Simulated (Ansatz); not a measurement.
# C6H12: the cost of one run

Method: the settings change from run to run; program: Ansatz 0.2.0, Gaussian basis.

1 further run of the same task is left out (set aside as unsound or not needed).

## (1) The geometry

The geometry comes from an earlier relaxation with PBE0-D4 in a triple-zeta def2 set; it is a stationary point, not always the lowest conformer.

SMILES `C/C=C/C(C)C`, 18 atoms, charge 0, spin multiplicity 1.

Atoms are counted from 1 here; the program's logs count them from 0.

Bond lengths: C1–C2 1.491 Å, C1–H7 1.092 Å, C1–H8 1.095 Å, C1–H9 1.095 Å, C2–C3 1.327 Å, C2–H10 1.088 Å, C3–C4 1.499 Å, C3–H11 1.091 Å, C4–C5 1.528 Å, C4–C6 1.519 Å, C4–H12 1.100 Å, C5–H13 1.094 Å, C5–H14 1.093 Å, C5–H15 1.093 Å, C6–H16 1.094 Å, C6–H17 1.092 Å, C6–H18 1.092 Å. Angles: C2–C1–H7 111.4°, C2–C1–H8 111.2°, C2–C1–H9 111.2°, H7–C1–H8 108.1°, H7–C1–H9 108.1°, H8–C1–H9 106.5°, C1–C2–C3 124.6°, C1–C2–H10 116.1°, C3–C2–H10 119.3°, C2–C3–C4 127.2°, C2–C3–H11 118.1°, C4–C3–H11 114.8°, C3–C4–C5 109.9°, C3–C4–C6 114.1°, C3–C4–H12 106.8°, C5–C4–C6 110.9°, C5–C4–H12 107.0°, C6–C4–H12 107.8° and more.

## (2) PBE/6-31++G**

Set apart from the defaults: D3(BJ) dispersion, relativity set to scalar, the search for lower states set to light.

Contents of in.yaml:

```yaml
crystal:
  periodic: [false, false, false]
  atoms:
    - {symbol: C, position_ang: [2.785463, 0.500993, 0.222765]}
    - {symbol: C, position_ang: [1.308921, 0.439362, 0.418913]}
    - {symbol: C, position_ang: [0.517927, -0.494769, -0.094646]}
    - {symbol: C, position_ang: [-0.969933, -0.603098, 0.052877]}
    - {symbol: C, position_ang: [-1.629740, -0.628844, -1.325062]}
    - {symbol: C, position_ang: [-1.585274, 0.473771, 0.929295]}
    - {symbol: H, position_ang: [3.140173, -0.323164, -0.399729]}
    - {symbol: H, position_ang: [3.083077, 1.440516, -0.254285]}
    - {symbol: H, position_ang: [3.314232, 0.456468, 1.180590]}
    - {symbol: H, position_ang: [0.874495, 1.226321, 1.031520]}
    - {symbol: H, position_ang: [0.973946, -1.273186, -0.707738]}
    - {symbol: H, position_ang: [-1.171819, -1.576135, 0.524214]}
    - {symbol: H, position_ang: [-1.480611, 0.325563, -1.837788]}
    - {symbol: H, position_ang: [-1.206694, -1.415406, -1.954848]}
    - {symbol: H, position_ang: [-2.705155, -0.805450, -1.241082]}
    - {symbol: H, position_ang: [-1.429380, 1.466963, 0.498063]}
    - {symbol: H, position_ang: [-1.156984, 0.471129, 1.934205]}
    - {symbol: H, position_ang: [-2.662642, 0.318995, 1.022747]}
basis:
  gaussian: {orbitals: "6-31++G**"}
hamiltonian: {xc: {name: PBE}, dispersion: d3bj, pseudopotentials: {relativity: scalar}}
scf: {lower_state_search: light}
output: {forces: true}
```

On the command line:

```bash
> ansatz run in.yaml --threads 2 --pin off --events-out ev --progress --plain --max-ram 32768MiB --backend cpu
```

Q: Estimate wall time and peak memory on 2 threads of AMD EPYC 7R13, shared host.

About 6 s, with a peak of 0.29 GiB.
